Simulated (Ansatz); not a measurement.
System: 2H WS2. Method: r²SCAN (PAW; Ansatz, a program for electronic structure).

Settings: plane-wave cutoff 600 eV, 12×12×4 k mesh (along the axes of the cell as run), no spin polarisation, scalar-relativistic PAW data made under PBE.

Computed at the level's own relaxed cell.

### Question
Predict the elastic constant C66, elastic constant C12, Voigt–Reuss–Hill bulk modulus, elastic constant C11, elastic constant C13, elastic constant C33 and elastic constant C44.

### Answer

- elastic constant C66 = 91.7 GPa
- elastic constant C12 = 55.6 GPa
- Voigt–Reuss–Hill bulk modulus = 43.6 GPa
- elastic constant C11 = 239 GPa
- elastic constant C13 = 4.14 GPa
- elastic constant C33 = 19.2 GPa
- elastic constant C44 = 7.41 GPa

Measured, for comparison: elastic constant C33 60 ± 5 GPa (temperature not stated, no zero-point or thermal correction; as tabulated in Björkman et al. (2012), arXiv:1206.3542). Computed (rounded) less measured: elastic constant C33 -68 %.

Note: the cell comes from a level without a dispersion term, which matters for the spacing of layers, chains or molecules; the cell has widely spaced layers and the level no dispersion term, so their spacing and the moduli can rest on weak binding.

Elastic constants are with the ions relaxed.

Spin–orbit coupling is not included.
